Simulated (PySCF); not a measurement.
Compound: C₄H₅NS.
Bonds: N1–C2, C2–C3 (aromatic), C3–C4 (aromatic), C4–S5 (aromatic), S5–C6 (aromatic), C2–C6 (aromatic). Hydrogens: H7, H8 on N1; H9 on C3; H10 on C4; H11 on C6.

A GFN2-xTB structure was refined with LC-wPBE/6-31G* geometry optimisation, gas phase in PySCF. Its GFN2-xTB values:

```json
{"coordinate": "N1–C2", "GFN2-xTB": "1.387 Å"}
{"coordinate": "N1–H7", "GFN2-xTB": "1.008 Å"}
{"coordinate": "C2–C3", "GFN2-xTB": "1.424 Å"}
{"coordinate": "C2–C6", "GFN2-xTB": "1.364 Å"}
{"coordinate": "C3–C4", "GFN2-xTB": "1.354 Å"}
{"coordinate": "C3–H9", "GFN2-xTB": "1.076 Å"}
{"coordinate": "C4–S5", "GFN2-xTB": "1.718 Å"}
{"coordinate": "C4–H10", "GFN2-xTB": "1.072 Å"}
{"coordinate": "S5–C6", "GFN2-xTB": "1.724 Å"}
{"coordinate": "C6–H11", "GFN2-xTB": "1.071 Å"}
{"coordinate": "N1–C2–C3", "GFN2-xTB": "122.9°"}
{"coordinate": "N1–C2–C6", "GFN2-xTB": "125.2°"}
{"coordinate": "C2–C3–C4", "GFN2-xTB": "112.7°"}
{"coordinate": "C2–C6–S5", "GFN2-xTB": "112.2°"}
{"coordinate": "C3–C2–C6", "GFN2-xTB": "111.8°"}
{"coordinate": "C3–C4–S5", "GFN2-xTB": "112.3°"}
{"coordinate": "C4–S5–C6", "GFN2-xTB": "91.0°"}
```

Problem. How do these coordinates change at the LC-wPBE/6-31G* level?

Solution. 
```csv
coordinate,LC-wPBE/6-31G* (Å or °),change
C6–H11,1.082,+0.011
C4–H10,1.082,+0.010
C4–S5,1.708,-0.010
C2–C3,1.434,+0.010
N1–C2,1.396,+0.009
C3–H9,1.085,+0.009
S5–C6,1.717,-0.007
C3–C4,1.356,+0.002
N1–H7,1.010,+0.002
C2–C6,1.363,-0.001
N1–C2–C6,126.0,+0.8
C4–S5–C6,91.7,+0.7
N1–C2–C3,122.2,-0.7
C3–C4–S5,112.1,-0.2
C2–C3–C4,112.6,-0.1
C2–C6–S5,112.0,-0.2
C3–C2–C6,111.7,-0.1
```

The energy falls by 0.42 kcal/mol over 9 energy and gradient evaluations, the largest force component goes from 0.0099 to 1.7e-04 Eh/bohr, and the atoms move by 0.038 Å rms after alignment. Among the bonds, C2–C3, C4–S5, C4–H10 and C6–H11 change most and about equally (-0.010 to +0.011 Å). Bonds longer at the end by more than 0.005 Å: 5 of 11; shorter: 2. Rotational constants go from 7202, 2536, 1879 to 7188, 2533, 1877 MHz.

The run used 98 basis functions and 74 SCF cycles in all. Time: 48 s; peak memory 0.51 GiB. Hardware: Intel Xeon 6975P-C, one thread, shared host with 192 logical CPUs at a one-minute load of 76.

No LC-wPBE/6-31G* frequencies stand behind this structure, so it isn't proved a minimum.

The values belong to the conformer `[NH2:1][c:2]1[cH:3][cH:4][s:5][cH:6]1`: H–N1–C2–C3 -165°, H–N1–C2–C3 -36°.
